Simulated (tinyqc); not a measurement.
Worked calculation: extended Hueckel theory, for PH2. One step of it, computed by the program tinyqc.

Problem. Mulliken analysis. P = C n C^T; charge = valence electrons (P 5, H 1) minus the sum of (P S)_ii on the atom; overlap population = 2 sum P_ij S_ij between two atoms.

coefficients:
```
              MO1        MO2        MO3       MO4        MO5        MO6
1P 3s    0.776311   0.006561  -0.391033  0.000000   0.094949  -0.891265
1P 3px   0.000000   0.000000   0.000000  1.000000   0.000000   0.000000
1P 3py  -0.001208   0.601328  -0.007546  0.000000   1.108736   0.161207
1P 3pz   0.029559   0.003975   0.813111  0.000000   0.110880  -0.870309
2H 1s    0.223376   0.379990   0.200350  0.000000  -0.956248   0.781003
3H 1s    0.234355  -0.366932   0.199732  0.000000   0.731816   1.036935
```

occupations: 2.000000  2.000000  2.000000  1.000000  0.000000  0.000000

overlap S:
```
           1P 3s    1P 3px     1P 3py    1P 3pz     2H 1s      3H 1s
1P 3s   1.000000  0.000000   0.000000  0.000000  0.377727   0.396406
1P 3px  0.000000  1.000000   0.000000  0.000000  0.000000   0.000000
1P 3py  0.000000  0.000000   1.000000  0.000000  0.417549  -0.425170
1P 3pz  0.000000  0.000000   0.000000  1.000000  0.337208   0.343540
2H 1s   0.377727  0.000000   0.417549  0.337208  1.000000   0.068564
3H 1s   0.396406  0.000000  -0.425170  0.343540  0.068564   1.000000
```

Give: charges; Overlap populations.

Solution.

charges: 1P -0.3219, 2H 0.1592, 3H 0.1626

Overlap populations:

| pair | value |
|---|---|
| 2-1 | 0.756741 |
| 3-1 | 0.769797 |
| 3-2 | -0.012908 |
